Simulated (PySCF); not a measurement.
Molecule: isobutyric acid (CC(C)C(=O)O, C4H8O2).

Molfile (atoms numbered from 1):
```
C4H8O2
     RDKit          3D

 14 13  0  0  0  0  0  0  0  0999 V2000
   -0.5284    1.4524    0.2488 C   0  0  0  0  0  0  0  0  0  0  0  0
   -0.2588    0.1206   -0.4302 C   0  0  0  0  0  0  0  0  0  0  0  0
   -0.8820   -1.0609    0.3152 C   0  0  0  0  0  0  0  0  0  0  0  0
    1.2265   -0.0911   -0.6209 C   0  0  0  0  0  0  0  0  0  0  0  0
    2.0971    0.6463   -0.2394 O   0  0  0  0  0  0  0  0  0  0  0  0
    1.4923   -1.2257   -1.2866 O   0  0  0  0  0  0  0  0  0  0  0  0
   -1.6103    1.6406    0.3092 H   0  0  0  0  0  0  0  0  0  0  0  0
   -0.1183    1.4579    1.2700 H   0  0  0  0  0  0  0  0  0  0  0  0
   -0.0576    2.2824   -0.2959 H   0  0  0  0  0  0  0  0  0  0  0  0
   -0.6837    0.1322   -1.4507 H   0  0  0  0  0  0  0  0  0  0  0  0
   -0.7074   -2.0071   -0.2149 H   0  0  0  0  0  0  0  0  0  0  0  0
   -1.9677   -0.9154    0.4161 H   0  0  0  0  0  0  0  0  0  0  0  0
   -0.4597   -1.1505    1.3286 H   0  0  0  0  0  0  0  0  0  0  0  0
    2.4578   -1.2816   -1.3542 H   0  0  0  0  0  0  0  0  0  0  0  0
  1  2  1  0
  2  3  1  0
  2  4  1  0
  4  5  2  0
  4  6  1  0
  1  7  1  0
  1  8  1  0
  1  9  1  0
  2 10  1  0
  3 11  1  0
  3 12  1  0
  3 13  1  0
  6 14  1  0
M  END
```

Geometry PBE0-D3(BJ)/def2-SVP throughout; GIAO in PySCF 2.14, gas phase, one conformer, non-relativistic; equivalent atoms averaged; basis pcSseg-1.

Q: How do the absolute shieldings σ depend on the functional? (ppm; last column core-seconds on shared hosts with different chips, so compare them loosely)

A: 
```csv
functional,kind,C4,C2,C1/C3,O5,O6,H14,H10,H7/H8/H9/H11/H12/H13,core-s
HF,Hartree–Fock,8.0,160.8,172.3,-88.2,156.3,25.83,29.77,30.44,3.7
LDA,LDA,-1.8,144.8,160.5,-106.5,109.0,25.17,28.32,29.68,10
PBE,GGA,3.6,144.5,159.1,-97.3,111.7,25.77,28.78,30.03,13
BLYP,GGA,-2.6,138.5,153.6,-101.2,109.1,25.98,28.96,30.17,13
BP86,GGA,3.0,144.1,158.7,-95.3,112.2,25.82,28.86,30.09,14
OPBE,GGA,16.5,151.4,165.0,-82.1,119.4,25.77,28.83,30.07,15
KT2,GGA,14.6,148.6,162.3,-73.1,120.4,25.92,28.77,30.01,18
KT3,GGA,16.0,147.6,161.3,-71.8,121.5,26.06,28.93,30.15,18
B97-D,GGA,6.5,143.8,157.8,-82.4,116.7,25.97,29.02,30.21,17
B3LYP,global hybrid,-2.0,143.8,158.2,-103.1,119.8,25.86,29.09,30.19,12
PBE0,global hybrid,4.4,150.5,164.4,-100.7,124.6,25.68,29.01,30.09,21
mPW1PW91,global hybrid,3.2,149.5,163.3,-100.6,123.7,25.74,29.06,30.14,12
WP04,global hybrid,-9.5,134.7,151.1,-104.5,113.9,25.76,29.31,30.37,12
B97-2,global hybrid,6.8,149.7,163.3,-90.1,125.7,25.83,29.11,30.19,12
BHandHLYP,global hybrid,0.2,150.4,164.0,-102.5,134.5,25.77,29.30,30.24,12
CAM-B3LYP,range-separated hybrid,-1.9,147.9,162.2,-102.3,127.1,25.70,29.10,30.14,16
wB97X-D,range-separated hybrid,3.1,150.6,164.3,-97.1,127.7,25.76,29.19,30.20,16
LC-wPBE,range-separated hybrid,3.6,156.0,169.3,-94.7,135.1,25.63,29.18,30.17,24
```

Q: Which nucleus moves most, in ppm?

A: O6 (acid hydroxyl oxygen): from 109.0 ppm with LDA to 156.3 ppm with HF. The smallest spread is 0.76 ppm, at H7/H8/H9/H11/H12/H13. Proton shifts span only some 12 ppm, so a few tenths of a ppm matter as much there as several ppm in carbon.
